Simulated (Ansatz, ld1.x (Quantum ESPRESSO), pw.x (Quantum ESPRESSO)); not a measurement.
# Equation-of-state test of one TM potential (gold)

Au (Z = 79), norm-conserving Troullier–Martins (Kleinman–Bylander form), made with ld1.x (Quantum ESPRESSO) 7.5 (PBEsol, scalar-relativistic). Core [Xe] 4f14, reference 5d10 6s0 6p1. Waves: 6s (bound, empty): rc 2.15 bohr; 5d (bound): rc 1.35 bohr; 6p (bound): rc 3.05 bohr. Local part: the p channel. Core correction: none.

Atomic tests: cutoffs needed: 60 Ry and 90 Ry (the cutoffs (Ry, on a coarse ladder) from which the occupation-weighted sum of valence levels, in a spherical-Bessel basis at the reference potential, stays within 10 and 1 mRy of its value at 400 Ry); ghost test: no extra level below or beside the all-electron valence levels (s, d, p, f tested) (spherical-Bessel basis up to 400 Ry, 20 bohr box); largest excitation error: -493 meV (all-electron minus pseudo) for 5d8 6s0 6p0, out of 7 test configurations.

Crystal test: bcc Au in pw.x 7.5, no spin, 14³ k-points, Fermi–Dirac smearing 0.01 Ry, cutoffs 110/440 Ry. The reference is all-electron LAPW (Ansatz 0.2.0) with the same functional, mesh and smearing; V0 and B0 come from Birch–Murnaghan fits to the pressures at five volumes. Errors are pseudo minus all-electron; Δ is the rms difference of the E(V) curves that follow from these fits, minima aligned, over ±6 % about the mean V0. Mesh and smearing are coarse, so the numbers serve the comparison and aren't converged zero-temperature values; the lattice is a test structure that the element need not adopt.

All-electron: a0 = 3.242 Å (V0 = 17.04 Å³/atom), B0 = 172.0 GPa.

Task: How far does the potential miss the all-electron equation of state?

Result: mean pressure error (GPa): +17.44. The pressure does not cross zero within the volumes sampled, so no fit is given. The largest radius (3.05 bohr) exceeds half the bond length (2.65 bohr), so the spheres overlap, which is one possible source of error among others. This is a poor potential for the solid.

| V (Å³/atom) | P all-electron (GPa) | P pseudo (GPa) |
| --- | --- | --- |
| 16.197 | 10.12 | 31.74 |
| 16.623 | 4.57 | 23.81 |
| 17.049 | -0.10 | 17.07 |
| 17.475 | -4.04 | 11.34 |
| 17.901 | -7.35 | 6.46 |

Task: At the middle volume, how do free energy and pressure move when the wave cutoff is lowered (ecutrho kept at four times it)?

Result:

```csv
cutoff (Ry),shift of F (meV/atom),shift of P (GPa)
50,+154.9,-0.09
66,+73.2,-2.70
88,+2.7,-0.33
```

The run at the middle volume (104 k-points, 6 iterations) took about 25 s on one core of a shared host (Neoverse-V1, 32 threads, 247 GiB, load 11).
